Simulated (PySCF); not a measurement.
Species: C4H7Cl.
Atom-mapped SMILES: `[CH3:1][CH2:2]/[CH:3]=[CH:4]\[Cl:5]` (hydrogens: H6, H7, H8 on C1; H9, H10 on C2; H11 on C3; H12 on C4)

The same species was optimised twice, with GFN2-xTB and with PBE0-D3(BJ)/def2-SVP (PySCF), and the same property calculations (PySCF, gas phase) were run on both structures.

| coordinate | GFN2-xTB | PBE0-D3(BJ)/def2-SVP | change |
| --- | --- | --- | --- |
| C3–H11 (Å) | 1.082 | 1.097 | +0.015 |
| C1–H8 (Å) | 1.088 | 1.102 | +0.014 |
| C1–H7 (Å) | 1.087 | 1.101 | +0.014 |
| C1–H6 (Å) | 1.087 | 1.100 | +0.013 |
| C4–H12 (Å) | 1.079 | 1.092 | +0.013 |
| C3=C4 (Å) | 1.322 | 1.334 | +0.012 |
| C2–H10 (Å) | 1.093 | 1.104 | +0.011 |
| C2–H9 (Å) | 1.090 | 1.100 | +0.010 |
| C4–Cl5 (Å) | 1.725 | 1.732 | +0.007 |
| C1–C2 (Å) | 1.529 | 1.526 | -0.003 |
| C2–C3 (Å) | 1.493 | 1.493 | 0.000 |
| C4–C3–H11 (°) | 117.6 | 115.5 | -2.1 |
| C1–C2–C3 (°) | 110.8 | 112.6 | +1.8 |
| H9–C2–H10 (°) | 108.3 | 106.6 | -1.7 |
| C2–C3–H11 (°) | 116.0 | 117.3 | +1.3 |
| H6–C1–H8 (°) | 108.6 | 107.7 | -0.9 |
| C2–C1–H8 (°) | 110.6 | 111.5 | +0.9 |
| H7–C1–H8 (°) | 108.5 | 107.5 | -1.0 |
| C2–C3–C4 (°) | 126.4 | 127.2 | +0.8 |
| C1–C2–C3–C4 (°) | 116 | 115 | -1 |

Rotational constants: A = 8955, B = 2008, C = 1785 MHz (GFN2-xTB) against A = 8904, B = 1966, C = 1748 MHz (PBE0-D3(BJ)/def2-SVP). Point groups within 0.08 Å: C1 and C1.

On the GFN2-xTB structure: HOMO (eV) -7.22 [PBE0/pcSseg-1]; LUMO (eV) 0.11 [PBE0/pcSseg-1]; dipole (D) 1.66 [PBE0/pcSseg-1]; GIAO shielding of C1 (ppm) 171.1 [PBE0/pcSseg-1]; GIAO shielding of C2 (ppm) 161.5 [PBE0/pcSseg-1]; GIAO shielding of C3 (ppm) 44.6 [PBE0/pcSseg-1]; GIAO shielding of C4 (ppm) 57.1 [PBE0/pcSseg-1]; GIAO shielding of Cl5 (ppm) 777.4 [PBE0/pcSseg-1].

Question: What do these properties become on the PBE0-D3(BJ)/def2-SVP structure?

Answer: 
```csv
property,level,on GFN2-xTB,on PBE0-D3(BJ)/def2-SVP,change
HOMO (eV),PBE0/pcSseg-1,-7.22,-7.21,+0.01
LUMO (eV),PBE0/pcSseg-1,0.11,0.03,-0.08
dipole (D),PBE0/pcSseg-1,1.66,1.67,+0.01
"energy, GFN2-xTB geometry as zero (kcal/mol)",PBE0/pcSseg-1,0.0,-0.4,-0.4
GIAO shielding of C1 (ppm),PBE0/pcSseg-1,171.1,169.3,-1.8
GIAO shielding of C2 (ppm),PBE0/pcSseg-1,161.5,160.8,-0.7
GIAO shielding of C3 (ppm),PBE0/pcSseg-1,44.6,42.5,-2.1
GIAO shielding of C4 (ppm),PBE0/pcSseg-1,57.1,53.7,-3.4
GIAO shielding of Cl5 (ppm),PBE0/pcSseg-1,777.4,770.3,-7.1
```

The heavy atoms differ by 0.020 Å rms after alignment. Among all bonds C1–H7, C1–H8 and C3–H11 change most and about equally (+0.014 to +0.015 Å). Changes are differences of the printed values. Neither structure is proved a minimum here.

Shape of the structure used: `[CH3:1][CH2:2]/[CH:3]=[CH:4]\[Cl:5]`: C1–C2–C3–C4 115°.
